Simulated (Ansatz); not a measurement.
**How far each method lies from UCCSDT(Q) for GeN⁺, quintet**

Geometry: that of the GeN⁺, triplet, kept fixed. The triplet lies 2.3 eV lower here.

| atom | x (Å) | y (Å) | z (Å) |
| --- | --- | --- | --- |
| Ge | 0.0000 | 0.0000 | 0.0000 |
| N | 0.0000 | 0.0000 | 1.9011 |

Basis cc-pVTZ; Ansatz 0.2.0. Only valence electrons are correlated (noble-gas cores and the filled d shells of p-block atoms frozen), which leaves 8 electrons in 58 orbitals. Prefix R: restricted or restricted open-shell reference; prefix U: unrestricted. Active spaces: valence = (8e, 8o) chosen from the atoms' valence shells. No spin–orbit coupling is included, and no scalar relativity.

Full CI isn't at hand for all of this; UCCSDT(Q) serves as the reference, and is uncertain by the last step of the cluster series or more. The frozen core follows each run's orbitals, which can shift R against U totals by a few meV for light atoms and by up to 0.1 eV past Ca.

The UHF ⟨S²⟩ is 6.028 and the T1 diagnostic (RCCSD) is 0.0466. The largest doubles amplitude (RCCSD) is 0.077 and the T1 diagnostic (UCCSD) is 0.0284.

```tsv
level	E − E(UCCSDT(Q)) (meV)	wall time
UHF	5075	–
UMP2	1019	–
UCCSD	197	–
UCCSD(T)	38	9 s
UCCSDT	7	–
```

Run but not shown, since their state, orbitals or frozen core can't be matched to the reference's or they repeat it: RHF, RMP2, RCCSD, RCCSD(T), BCCD(T), RCCSDT, RCCSDT(Q), CASSCF (valence space), NEVPT2 (valence space), MRCISD (valence space), MRCISD+Q (valence space), MRCISD+Q(relaxed) (valence space).

Times hold each run's SCF and search for its determinant on a shared host, so for small cases they say little of a method's own cost; they ran on 1 thread of Arm Neoverse N1.

Natural occupations of CASSCF (valence space) about the gap: 1.989 1.944 1.006 1.001 1.000 0.993 0.036 0.031; effectively unpaired electrons, Σ n²(2−n)², 4.02.
